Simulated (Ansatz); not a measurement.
Input file:

```yaml
crystal:
  periodic: [false, false, false]
  atoms:
    - {symbol: As, position_ang: [0.000000, -0.033689, 0.000000]}
    - {symbol: H, position_ang: [0.000000, 1.252082, -2.335555]}
    - {symbol: H, position_ang: [0.000000, 1.252082, 2.335555]}
basis:
  gaussian: {orbitals: cc-pVDZ}
total_charge: 1
magnetization: {spin_polarized: false, initial_magnetization: 2}
correlation: {method: fic_mrcisd_q, electrons: outside_noble_gas, active_space: {window: {electrons: 6, orbitals: 6}, shells: [{species: As, l: s, shell: 4}, {species: As, l: p, shell: 4}, {species: H, l: s, shell: 1}]}}
```

```sh
$ ansatz run in.yaml --threads 1 --pin off --events-out ev --progress --plain --max-ram 2393MiB
```

Output:

```
672 factors; integrals over basis functions are off by at most 1.1e-7 eV
mean field evaluation 1: about -60809.3175 eV, gradient 8.4e0 eV
mean field evaluation 2: about -60809.3237 eV, gradient 8.4e0 eV
mean field evaluation 4: about -60809.9881 eV, gradient 9.1e-1 eV
mean field evaluation 8: about -60810.0127 eV, gradient 3.5e-1 eV
mean field evaluation 16: about -60810.0271 eV, gradient 1.8e-2 eV
mean field evaluation 32: about -60810.8487 eV, gradient 2.3e0 eV
mean field evaluation 64: about -60804.1969 eV, gradient 1.2e1 eV
mean field evaluation 96: about -60809.4358 eV, gradient 4.6e-1 eV
mean field evaluation 128: about -60810.5380 eV, gradient 4.0e-1 eV
mean field evaluation 160: about -60810.5218 eV, gradient 9.6e-3 eV
mean field evaluation 192: about -60810.9017 eV, gradient 7.4e-1 eV
mean field evaluation 224: about -60809.2703 eV, gradient 4.5e0 eV
mean field evaluation 256: about -60810.0272 eV, gradient 1.5e-4 eV
mean field -60810.93507164 eV, -2234.7606447507 hartree, gradient 1.7e-6 eV, S^2 2.000000; 19 other end points of the search recorded, 0 dependent functions left out
reference -60810.93507164 eV, -2234.7606447507 hartree; 18, 16 occupied and 19, 21 virtual orbitals, 672 factors
state -60813.38099333 eV, -2234.8505307149 hartree
contracted CI cycle   1: correlation 0.00000000 eV, 0.0000000000 hartree, residual 7.76e0 eV
contracted CI cycle   2: correlation -1.47828584 eV, -0.0543260026 hartree, residual 1.25e0 eV
contracted CI cycle   3: correlation -1.50931721 eV, -0.0554663845 hartree, residual 2.19e-1 eV
contracted CI cycle   4: correlation -1.51034017 eV, -0.0555039774 hartree, residual 3.61e-2 eV
contracted CI cycle   5: correlation -1.51036616 eV, -0.0555049328 hartree, residual 8.53e-3 eV
contracted CI cycle   6: correlation -1.51036755 eV, -0.0555049837 hartree, residual 1.84e-3 eV
contracted CI cycle   7: correlation -1.51036761 eV, -0.0555049860 hartree, residual 4.07e-4 eV
state -60813.38099333 eV, -2234.8505307149 hartree; corrected -60814.95207746 eV, -2234.9082669915 hartree
Total energy: -60814.95207746 eV, -2234.9082669915 hartree
Checks for a lower state left out: starts, orbital_swaps
```

Natural occupations: 1.9714 1.4607 1.0104 1.0000 0.2825 0.2750.

Ran on 1 thread of Intel Xeon 6975P-C, shared host: 2.2 s wall, 0.18 GiB peak host memory.
